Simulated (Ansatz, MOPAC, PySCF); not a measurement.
Ligands exchanged one at a time, Si F-Br. All species are isolated molecules in the gas phase. Strings in code marks are SMILES.

Quantity: redistribution energy (mixed species minus the weighted end members), in eV. Semi-empirical values (MOPAC) are differences of heats of formation.

Level 1: frozen-core MP2/cc-pVTZ // PBE-D3(BJ)/def2-TZVP (Ansatz, a quantum-chemistry and plane-wave program)
Level 2: B3LYP/3-21G // PBE-D3(BJ)/def2-TZVP (PySCF)
Level 3: M06-2X/6-31G* // PBE-D3(BJ)/def2-TZVP (PySCF)
Level 4: AM1 // PBE-D3(BJ)/def2-TZVP (MOPAC)

| species | level 2 | level 3 | level 4 |
|---|---|---|---|
| 3 of 4 F replaced by Br: `F[Si](Br)(Br)Br` | 0.054 | 0.041 | 0.62 |
| 2 of 4 F replaced by Br: `F[Si](Br)(F)Br` | 0.075 | 0.044 | 0.75 |
| 1 of 4 F replaced by Br: `F[Si](F)(F)Br` | 0.059 | 0.029 | 0.50 |

What does level 1 give for each, and how far do the other levels lie from it on average?


- 3 of 4 F replaced by Br: `F[Si](Br)(Br)Br`: 0.112
- 2 of 4 F replaced by Br: `F[Si](Br)(F)Br`: 0.140
- 1 of 4 F replaced by Br: `F[Si](F)(F)Br`: 0.099
Mean absolute difference from level 1, which has limits of its own, over these rows (drawn at random from the members that have all these levels): level 2 0.055 eV, level 3 0.079 eV, level 4 0.51 eV.
